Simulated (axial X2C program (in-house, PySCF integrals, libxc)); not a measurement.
**SAlS²⁺: bond lengths and stretches, held linear**

An exercise on one series of results from a longer session: the logs are not shown, and one member is left open.

The runs use an in-house X2C program for linear molecules on PySCF integrals; all-electron X2C, two-component (2c) or spin-free, S dyall-av3z, Al dyall-v3z.

All values are calculated.

2 further runs of the same task are left out: 2 set aside as unsound or not needed.

Set-up of the first run:

The input, task.json:

```json
{"zs": [16, 13, 16], "q": 2, "bas": ["dyall-av3z", "dyall-v3z", "dyall-av3z"], "r0": [2.07, 2.07], "symm": 1, "scan": ["PBE0", "HF", "r2SCAN"], "levels": ["PBE0", "HF", "LDA"], "nst": 2}
```

Keys: zs atomic numbers; q charge; bas basis sets; r0 starting distance in Å; symm equal bonds; scan levels of the two-bond scan; levels methods; nst determinants followed.

Launch:

```sh
$ python solin.py task.json out
```

Masses S 31.972, Al 26.982, S 31.972 u.

Steps of the session up to this table: Scan at PBE0, 2c; Scan at r2SCAN, 2c; Scan at PBE0, spin-free.

One of the session's tables, all rows but one given; the rest of the session is left out.

| level | lower stretch (cm⁻¹) | upper stretch (cm⁻¹) |
| --- | --- | --- |
| PBE0, 2c | ? | ? |
| r2SCAN, 2c | 317.6 | 470.5 |
| PBE0, spin-free | 324.5 | 355.8 |
| r2SCAN, spin-free | 317.8 | 470.7 |

**Question.** Estimate the row for PBE0, 2c.

As computed: lower stretch (cm⁻¹): 324.4; upper stretch (cm⁻¹): 354.6. In the column «lower stretch (cm⁻¹)» it lies between r2SCAN, spin-free (317.8) and PBE0, spin-free (324.5).

Scans not shown above were run alike.

Caveats from the session: A multiply charged ion may be only metastable. The molecule was held linear; bending was not examined, so a bent shape may lie lower. Note: functional without a current term on a determinant with orbital currents, of the molecule or an atom.
